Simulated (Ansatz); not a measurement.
Process, species as SMILES: C(F)(F)(F)F → F[C](F)F + F atom
B3LYP-D3(BJ)/def2-TZVP geometries, fixed; electronic energies without zero-point terms.

Core correlation in the bond dissociation energy at CCSD(T) with Ansatz (a quantum-chemistry and plane-wave program), in kcal/mol: frozen core against all electrons. Open shells are unrestricted.

| basis | functions, most | frozen core | all electrons | core term (second minus first) |
|---|---|---|---|---|
| cc-pVDZ | 70 | 124.62 | 124.93 | 0.31 |
| cc-pCVDZ | 90 | 124.76 | 125.07 | 0.32 |
| cc-pVTZ | 150 | 130.26 | 131.84 | 1.58 |
| cc-pwCVTZ | 215 | 130.43 | 130.58 | 0.15 |
| cc-pCVTZ | 215 | 130.31 | 130.53 | 0.22 |

The largest core-valence set, cc-pCVTZ, gives a core term of 0.22 kcal/mol; the valence set cc-pVTZ, which lacks functions for the core, gives 1.58.
